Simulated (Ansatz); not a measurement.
hcp Y was calculated with PBEsol-D3(BJ) (plane waves, PAW; Ansatz, an electronic-structure program).

Settings: plane-wave cutoff 520 eV, 18×18×10 k mesh (along the axes of the cell as run), Fermi–Dirac smearing 0.05 eV, scalar-relativistic PAW data made under PBE.

The cell is scaled about its equilibrium volume:

Shape and atoms are relaxed at each volume.

| V (Å³/atom) | P (GPa) | c (Å) | a (Å) |
|---|---|---|---|
| 28.565 | 1.88 | 5.442 | 3.482 |
| 29.160 | 0.90 | 5.473 | 3.508 |
| 29.755 | 0.00 | 5.503 | 3.534 |
| 30.350 | -0.84 | 5.537 | 3.558 |
| 30.945 | -1.63 | 5.569 | 3.582 |

Note: the bulk modulus comes from volumes at which shape and atoms were relaxed.
